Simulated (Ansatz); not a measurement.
# BNa: the cost of one run

Computed with Ansatz 0.2.0, Gaussian basis. Level: cc-pVQZ, all electrons in the functionals, frozen cores in the correlation of double hybrids and RPA.

Plan: wB97M-V, B2PLYP, at 2.269 Å; 2.580 Å; 2.860 Å; 3.160 Å; 3.477 Å; 3.996 Å; 4.560 Å; 5.325 Å; 6.303 Å; 7.718 Å; 9.603 Å.

47 further runs of the same task are left out: 16 for a known fault of the program, 28 that didn't finish, 3 set aside as unsound or not needed.

## 1. What is computed

The geometry derives from a PBE0/def2-TZVP stationary point (not a proven minimum). One bond is set to the value named and the two fragments are kept rigid.

2 atoms, charge 1, spin multiplicity 2.

Atoms are counted from 1 here; the program's logs count them from 0.

Bond lengths: B1–Na2 2.860 Å.

No dispersion term is added; wB97M-V holds VV10 nonlocal correlation.

The geometry shown and the zero of energy belong to the point 2.860 Å. The yardstick, UCCSD(T), and other wave-function levels (R restricted, U unrestricted, valence and pair active spaces) come from earlier runs.

## 2. wB97M-V, 2.269 Å

The input, in.yaml:

```yaml
crystal:
  periodic: [false, false, false]
  atoms:
    - {symbol: B, position_ang: [0.000000, 0.000000, 0.000000]}
    - {symbol: Na, position_ang: [0.000000, 0.000000, 2.269000]}
basis:
  gaussian: {orbitals: cc-pVQZ}
total_charge: 1
magnetization: {spin_polarized: true, initial_magnetization: 1}
hamiltonian: {xc: {name: wB97M-V}}
output: {forces: true, orbitals: {seedname: orbitals}}
```

Started as:

```bash
$ ansatz run in.yaml --threads 1 --pin off --events-out ev --progress --plain --max-ram 2393MiB
```

**Question.** How long does this run take on 1 thread of Arm Neoverse V1, shared host, and how much memory does it need?

About 24 s, with a peak of 0.32 GiB.
